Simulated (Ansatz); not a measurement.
A calculation with Ansatz (development build ahead of 0.2.0).

```yaml
crystal:
  periodic: [false, false, false]
  atoms:
    - { symbol: C, position_ang: [0.01993, -0.03918, -0.48417] }
    - { symbol: O, position_ang: [-0.00052, 0.04358, 0.75688] }
    - { symbol: H, position_ang: [-0.03104, -1.05208, -1.10045] }
    - { symbol: H, position_ang: [-0.92379, 0.47632, -1.06912] }
    - { symbol: H, position_ang: [0.85768, 0.47948, -1.06475] }
basis:
  gaussian: { orbitals: def2-TZVP }
total_charge: -1
hamiltonian:
  xc: hf
```

The input is written out in the form of the current development build from the run's settings.

The run gave:

```json
{"Converged": "yes", "Total energy": "-114.44061 hartree", "Spin squared of the determinant": "0.000"}
```

Caution: no diffuse functions for an anion.
